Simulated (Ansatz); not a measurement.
# CHSi radical: geometry and frequencies at several levels

One table from this session's results is given with a row withheld; the runs are named, their logs left out.

Program: Ansatz 0.2.0. Level of theory: the levels named in each step. These are calculated values, not measurements.

## Starting point

Bond lengths: C1–Si2 1.725 Å, C1–H3 1.069 Å. Angles: Si2–C1–H3 180.0°.

As a file:

```xyz
3

C     0.0000    0.0000   -0.2188
Si    0.0000    0.0000    1.5067
H     0.0000    0.0000   -1.2879
```

Set-up of the first run:

input.yaml

```yaml
crystal:
  periodic: [false, false, false]
  atoms:
    - { symbol: C, position_ang: [0.0, 0.0, -0.21877] }
    - { symbol: Si, position_ang: [0.0, 0.0, 1.50672] }
    - { symbol: H, position_ang: [0.0, 0.0, -1.28795] }
magnetization:
  spin_polarized: true
  initial_magnetization: 1
basis:
  gaussian: { orbitals: def2-SVP }
hamiltonian:
  xc: pbe
  dispersion: d4
relax:
  f_tol: 0.03
  max_steps: 200
```

Started as:

```
> ansatz run input.yaml --threads 2 --pin off --max-ram 5120MiB --backend cpu --events-out ev --progress --plain --runs-dir out
```

Steps of the session up to this table: A rough first relaxation, PBE-D4/def2-SVP; Relaxation, PBE0-D4/def2-TZVPP; Frequencies, PBE0-D4/def2-TZVPP; Relaxation, PBE-D4/def2-TZVPP; Frequencies, PBE-D4/def2-TZVPP; Relaxation, r2SCAN-D4/def2-TZVPP; Frequencies, r2SCAN-D4/def2-TZVPP; Relaxation, B3LYP-D4/def2-TZVPP; Frequencies, B3LYP-D4/def2-TZVPP; Relaxation, B2PLYP/def2-TZVPP.

One of the session's tables, all rows but one given; the rest of the session is left out.

| level | C1–Si2 (Å) | rotational constants (MHz) | dipole (D) | highest frequency (cm⁻¹) |
| --- | --- | --- | --- | --- |
| PBE0-D4/def2-TZVPP | ? | ? | ? | ? |
| PBE-D4/def2-TZVPP | 1.7008 | 17195 | 0.20 | 3187 |
| r2SCAN-D4/def2-TZVPP | 1.6881 | 17453 | 0.25 | 3260 |
| B3LYP-D4/def2-TZVPP | 1.6854 | 17512 | 0.05 | 3273 |
| B2PLYP/def2-TZVPP | 1.6856 | 17511 | 0.09 | - |

Q: Estimate the row for PBE0-D4/def2-TZVPP from the others.

As computed: C1–Si2 (Å): 1.6823; rotational constants (MHz): 17565; dipole (D): 0.13; highest frequency (cm⁻¹): 3286. In the column «C1–Si2 (Å)» it is the lowest.
